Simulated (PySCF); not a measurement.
## Dipole moment and polarisability of `CC1=CP1C`

Compound: C4H7P.
Geometry (GFN2-xTB, Å), atoms numbered from 1 in this order:
```xyz
12
C4H7P angstrom
C      1.838   -0.713   -0.070
C      0.770    0.273   -0.276
C      0.316    1.474   -0.019
P     -0.831    0.575   -1.137
C     -2.043   -0.162    0.091
H      2.288   -0.976   -1.028
H      1.427   -1.625    0.365
H      2.607   -0.315    0.591
H      0.510    2.392    0.489
H     -2.380   -1.131   -0.275
H     -2.913    0.488    0.171
H     -1.587   -0.279    1.072
```

Level: B3LYP/def2-SVPD (PySCF), static field, nuclei fixed, core orbitals frozen in the response. The polarisability tensor in these axes (au):

```
x   86.33 -1.35  3.96
y   -1.35 69.29  0.40
z    3.96  0.40 63.87
```

Q: What are the eigenvalues, a third of the trace, and Δα (Δα² = ½Σ(αi − αj)² over the three pairs)?

A: Principal values 63.13, 69.27 and 87.10 au; mean 73.17 au = 10.84 Å³ = 12.06 × 10⁻⁴⁰ C²·m²/J; Δα = 21.57 au (29 % of the mean).

Q: What is the dipole moment, and where does it point?

A: (0.96, -0.56, 1.33) D, 1.74 D in size, pointing from the negative to the positive side. Measured along this direction, the outermost atoms are H11 at the negative end and H8 at the positive end.

Q: Orientational against electronic polarisability at 500 K (dilute gas, rigid molecules)?

A: In Gaussian units μ²/3kT = 14.59 Å³ against 10.84 Å³, a ratio of 1.35; the Debye molar polarisation (4π/3)N_A(α + μ²/3kT) is 64.2 cm³/mol, leaving out the vibrational part.

Q: Along which axes do the principal values lie, and how far do the nuclei extend along each?

A: Largest value along (0.98, -0.07, 0.17), where the nuclei span 5.56 Å; middle along (0.05, 0.99, 0.11), 3.95 Å; least along (-0.17, -0.10, 0.98), 2.66 Å. The response follows the extents in order.

Q: What would n − 1 = 2πNα be for an ideal gas of these molecules at 298.15 K and 1 atm, electronic part alone?

A: N = p/kT = 2.4615 × 10¹⁹ cm⁻³, so n − 1 = 2π × N × 10.84 × 10⁻²⁴ cm³ = 1677 × 10⁻⁶ at long wavelengths, for an ideal gas.

Geometry: GFN2-xTB; no solvent, vibrations or thermal averaging.
